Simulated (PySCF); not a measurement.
A geometry optimisation, step by step.

Species: C4H6N2.
Atom-mapped SMILES: `[CH3:1][n:2]1[cH:3][cH:4][n:5][cH:6]1` (hydrogens: H7, H8, H9 on C1; H10 on C3; H11 on C4; H12 on C6)

Computed by this run: PBE0-D3(BJ)/def2-SVP geometry optimisation, gas phase (PySCF 2.14.0); density fitting, grid level 1; the optimiser is geomeTRIC in internal coordinates, started from a GFN2-xTB structure. The frame can shift and turn from step to step; on so coarse a grid that alone can change the energy by a few meV, and forces under 0.02 eV/Å are noise.

Step 0: E = -7212.0147 eV, largest atomic force 0.743 eV/Å
```
atom  x, y, z in Å  |  force x, y, z in eV/Å
C1     -1.651   -0.221    0.152    0.179  -0.042   0.064
N2     -0.250    0.046    0.007   -0.075  -0.132  -0.030
C3      0.752   -0.883   -0.038   -0.092  -0.097   0.016
C4      1.915   -0.180   -0.159   -0.156   0.316   0.011
N5      1.650    1.151   -0.188    0.345   0.411  -0.044
C6      0.355    1.254   -0.086    0.232  -0.037  -0.019
H7     -1.867   -0.616    1.149   -0.120  -0.078   0.249
H8     -1.978   -0.953   -0.589   -0.131  -0.144  -0.209
H9     -2.210    0.702    0.010   -0.178   0.235  -0.046
H10     0.553   -1.934    0.017   -0.148  -0.652   0.036
H11     2.920   -0.545   -0.226    0.623  -0.346  -0.043
H12    -0.188    2.178   -0.077   -0.479   0.567   0.015
```

Step 1: E = -7212.0520 eV, largest atomic force 0.140 eV/Å
```
atom  x, y, z in Å  |  force x, y, z in eV/Å
C1     -1.667   -0.297    0.142   -0.046  -0.014  -0.015
N2     -0.260   -0.042   -0.010    0.007   0.028   0.005
C3      0.744   -0.978   -0.051   -0.039  -0.039   0.005
C4      1.909   -0.259   -0.177    0.118  -0.075  -0.008
N5      1.645    1.079   -0.212    0.004   0.029  -0.003
C6      0.343    1.176   -0.109   -0.070   0.038   0.003
H7     -1.896   -0.700    1.140    0.003   0.002  -0.001
H8     -2.018   -1.013   -0.617    0.001   0.015   0.007
H9     -2.222    0.642    0.010    0.020  -0.015   0.006
H10     0.539   -2.045    0.009    0.015   0.041   0.000
H11     2.926   -0.650   -0.246   -0.053   0.036   0.003
H12    -0.237    2.102   -0.101    0.041  -0.047  -0.003
```

Step 2: E = -7212.0521 eV, largest atomic force 0.072 eV/Å
```
atom  x, y, z in Å  |  force x, y, z in eV/Å
C1     -1.669   -0.297    0.142   -0.006  -0.014  -0.001
N2     -0.261   -0.043   -0.010    0.052   0.010   0.003
C3      0.745   -0.977   -0.050   -0.012  -0.058   0.004
C4      1.912   -0.260   -0.177   -0.071   0.009   0.004
N5      1.644    1.078   -0.213    0.013   0.038  -0.001
C6      0.342    1.175   -0.109    0.012   0.004  -0.009
H7     -1.898   -0.702    1.140    0.003  -0.001  -0.001
H8     -2.021   -1.011   -0.618    0.002   0.004  -0.002
H9     -2.221    0.643    0.013    0.003   0.002   0.004
H10     0.542   -2.043    0.011    0.001  -0.006   0.002
H11     2.928   -0.648   -0.247   -0.003   0.008   0.000
H12    -0.236    2.100   -0.102    0.006   0.003  -0.001
```

Step 3: E = -7212.0522 eV, largest atomic force 0.086 eV/Å
```
atom  x, y, z in Å  |  force x, y, z in eV/Å
C1     -1.668   -0.299    0.142    0.010   0.013   0.006
N2     -0.260   -0.042   -0.010   -0.021  -0.028   0.008
C3      0.743   -0.979   -0.050    0.028   0.081  -0.004
C4      1.909   -0.260   -0.178   -0.034   0.010   0.003
N5      1.644    1.079   -0.215    0.002  -0.022   0.002
C6      0.342    1.176   -0.110    0.019  -0.050  -0.008
H7     -1.896   -0.705    1.140    0.002  -0.003  -0.001
H8     -2.021   -1.010   -0.619    0.001  -0.004  -0.008
H9     -2.219    0.642    0.016   -0.015   0.011   0.003
H10     0.540   -2.045    0.013   -0.007  -0.021   0.002
H11     2.925   -0.646   -0.247    0.037  -0.017  -0.003
H12    -0.234    2.101   -0.104   -0.024   0.030   0.001
```

Step 4: E = -7212.0523 eV, largest atomic force under 0.02 eV/Å
```
atom  x, y, z in Å  |  force x, y, z in eV/Å
C1     -1.668   -0.298    0.143    0.001  -0.002  -0.003
N2     -0.260   -0.043   -0.009    0.004   0.007   0.003
C3      0.744   -0.978   -0.050    0.002   0.004   0.003
C4      1.910   -0.260   -0.178    0.009  -0.008   0.000
N5      1.644    1.079   -0.215   -0.007  -0.009  -0.002
C6      0.342    1.175   -0.111   -0.009   0.009  -0.004
H7     -1.896   -0.706    1.140    0.001  -0.003  -0.001
H8     -2.021   -1.008   -0.620   -0.002   0.001  -0.002
H9     -2.220    0.643    0.018    0.001   0.001   0.004
H10     0.542   -2.045    0.013    0.001  -0.001   0.001
H11     2.926   -0.646   -0.247    0.002  -0.002  -0.001
H12    -0.236    2.100   -0.105   -0.002   0.002   0.001
```

**Question.** Summarise the path.

**Answer.** The energy falls by 0.0377 eV from step 0 to step 4; nine tenths of that is first reached at step 1. It falls at every step. The largest force goes from 0.743 to under 0.02 eV/Å. Among the bonds C6–H12 changes most (a near tie, within 0.001 Å, with another), from 1.072 to 1.091 Å; the atoms move by 0.024 Å rms after alignment.

The cost below is that of the whole optimisation. Time: 18 s; peak memory 0.46 GiB. Hardware: Arm Neoverse V2, one thread, no GPU, shared host with 192 logical CPUs at a one-minute load of 42.
